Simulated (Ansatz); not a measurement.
Worked example: correlation energy of HCSi, quartet

Geometry: a point of a stretch scan, not a stationary point.

```yaml
atoms:
  - { symbol: Si, position_ang: [0.0000, -0.0111, 0.6656] }
  - { symbol: C, position_ang: [0.0000, -0.1706, -1.2202] }
  - { symbol: H, position_ang: [0.0000, 2.3412, -4.0073] }
```

Basis 6-31G; Ansatz 0.2.0. Correlated methods freeze the noble-gas cores, which leaves 9 electrons in 18 orbitals. Prefix R: restricted or restricted open-shell reference.

Full CI is exact within this basis and frozen core; it isn't the basis-set limit.

Runs differ by some tens of microhartree through their thresholds and, for an open shell, their frozen cores, so steps under 0.03 kcal/mol mean nothing.

```csv
level,total energy (hartree)
RHF,-327.034963
RMP2,-327.149921
RCCSD,-327.179150
RCCSD(T),-327.185567
RCCSDT,-327.186812
RCCSDT(Q),-327.188158
RCCSDTQ,-327.188242
full CI,-327.188459
```

What is the correlation energy at full CI, and what share of it do RMP2 and RCCSD(T) recover?

E(corr) = -327.188459 − (-327.034963) = -0.153496 hartree = -4.177 eV. RMP2: -0.114958 / -0.153496 = 74.89 %. RCCSD(T): -0.150604 / -0.153496 = 98.12 %.

By how many kcal/mol does RCCSD(T) miss full CI (1 hartree = 627.509 kcal/mol), and which steps make up the rest?

-327.185567 − (-327.188459) = 0.002892 hartree = 1.81 kcal/mol. Steps: RCCSDT − RCCSD(T) = -0.78, RCCSDT(Q) − RCCSDT = -0.84, RCCSDTQ − RCCSDT(Q) = -0.05, full CI − RCCSDTQ = -0.14 kcal/mol. With more than one leading determinant such errors change with state and geometry, and needn't cancel in differences.
